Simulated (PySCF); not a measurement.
Species: C₄H₆N₂.
SMILES with atom numbers: `[CH3:1][n:2]1[cH:3][cH:4][cH:5][n:6]1` (hydrogens: H7, H8, H9 on C1; H10 on C3; H11 on C4; H12 on C5)

Method used: PBE0-D3(BJ)/def2-SVP geometry optimisation, gas phase (PySCF 2.14.0).

(1) What internal coordinates does the optimisation give?

Results:

(1) 
```tsv
bond	length (bohr)	order
C1–N2	2.718	single
N2–C3	2.561	aromatic
C3–C4	2.612	aromatic
C4–C5	2.666	aromatic
C5–N6	2.506	aromatic
N2–N6	2.513	aromatic
C1–H7, C1–H8, C1–H9	2.076	single
C3–H10	2.056	single
C4–H11	2.054	single
C5–H12	2.059	single
```

Bonds in one row agree within 0.02 bohr and their mean is given. Orders are formal, as drawn. A selection of angles:
```tsv
angle	degrees
N2–C1–H7	109.2
N2–C1–H8	110.6
H7–C1–H8	109.1
C1–N2–C3	127.7
C1–N2–N6	119.7
C3–N2–N6	112.6
N2–C3–C4	106.6
N2–C3–H10	121.7
C4–C3–H10	131.7
C3–C4–C5	104.0
C3–C4–H11	127.5
C5–C4–H11	128.5
C4–C5–N6	111.5
C4–C5–H12	128.5
N6–C5–H12	119.9
N2–N6–C5	105.3
```

N2 (pyrrole-type nitrogen) is planar (angles 127.7°, 119.7° and 112.6°, sum 360.0°, 0.01 Å off the plane of its three neighbours). The 3 C–N bonds span 1.326 Å (C5–N6, aromatic) to 1.438 Å (C1–N2, drawn single), a spread of 0.112 Å. The 6 heavy atoms lie in one plane (0.007 Å rms). Of the pairs four or more bonds apart, H7···H10 is among the closest relative to their van der Waals radii: 2.49 Å, 104 % of the sum of Bondi's values. The C–C distances run from 1.382 Å (C3–C4, aromatic) to 1.411 Å (C4–C5, aromatic), a spread of 0.029 Å. The 5-membered ring N2–C3–C4–C5–N6 has internal angles of 104.0° to 112.6° (sum 540°, against 540° for a flat polygon); it is planar, 0.00 Å rms from its mean plane, widest ring torsion 0°.

Point group: near Cs, missed by 0.19 Å at most; the miss may be what the optimiser left on a soft mode. Stationary, but not proved a minimum.
